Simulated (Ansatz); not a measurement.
**Chalcopyrite ZnGeP₂**

Computed with PBE in Ansatz (PAW).

Settings: plane-wave cutoff 500 eV, 8×8×8 k mesh, gaussian smearing 0.02 eV, scalar-relativistic PAW data made under PBE.

Cell (relaxed at this level):

```
ZnGeP2
1.0
   -2.74946     2.74946     5.42188
    2.74946    -2.74946     5.42188
    2.74946     2.74946    -5.42188
Zn Ge P
2 2 4
Direct
  0.00000   0.00000   0.00000
  0.75000   0.25000   0.50000
  0.50000   0.50000   0.00000
  0.25000   0.75000   0.50000
  0.87500   0.87150   0.49650
  0.12850   0.62500   0.00350
  0.37500   0.37850   0.50350
  0.62150   0.12500   0.99650
```

```
Quantity                       Result
--------  ---------------------------
band gap  1.15 eV (on the SCF k mesh)
```

Measured, for comparison: band gap 2.05 eV (temperature not stated, no zero-point or thermal correction, pseudodirect, our sources range from 1.80 to 2.20; as tabulated in Rashkeev et al. (1999), arXiv:cond-mat/9809378).

Spin–orbit coupling is not included.

Ansatz is an electronic-structure program.
